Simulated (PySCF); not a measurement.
# C5H12O (i-BuOMe): the cost of one run

The runs use PySCF 2.14.0, with density-fitted response routines of our own; the level of theory stands in each step. All values are computed, except where a source is named. Atoms count from 0, in the outputs and in this text.

## (1) The starting structure

18 atoms, charge 0, multiplicity 1; geometry from: MMFF94s.

Bonds of the start (Å): C0–O1 1.42, O1–C2 1.43, C2–C3 1.53, C3–C4 1.53, C3–C5 1.53, C0–H6 1.09, C0–H7 1.09, C0–H8 1.09, C2–H9 1.10, C2–H10 1.10, C3–H11 1.10, C4–H12 1.10, C4–H13 1.09, C4–H14 1.10, C5–H15 1.10, C5–H16 1.10, C5–H17 1.10.

## (2) Optimising the geometry at PBE0-D3(BJ)/def2-SVP

What the job is given:

```
{"job": {"xc": "PBE0", "basis": "def2-SVP", "d3": "d3bj", "grid": 1, "kind": "geom"}, "charge": 0, "multiplicity": 1}
C      2.745364     0.555146     0.103440
O      1.412967     0.492745     0.593850
C      0.574635    -0.291174    -0.254712
C     -0.847120    -0.316232     0.319212
C     -1.455734     1.087165     0.361500
C     -1.734673    -1.255083    -0.495201
H      2.768024     1.023235    -0.885371
H      3.184017    -0.446247     0.056984
H      3.337439     1.164233     0.791682
H      0.572986     0.135960    -1.264963
H      0.974438    -1.310971    -0.306240
H     -0.799812    -0.684715     1.351934
H     -1.510305     1.526046    -0.640589
H     -0.863043     1.756842     0.993067
H     -2.470315     1.057131     0.773020
H     -1.327540    -2.271691    -0.496066
H     -2.744055    -1.300437    -0.072818
H     -1.817276    -0.921954    -1.535395
```

The run is started by

```
$ OMP_NUM_THREADS=1 python probes_run.py task.json out
```

The driver reads the jobs from task.json and runs them one after another.

Q: Estimate the wall time and peak memory of this first job on 1 thread of Arm Neoverse N1, shared host.

About 1.8 min, with a peak of 0.66 GiB.
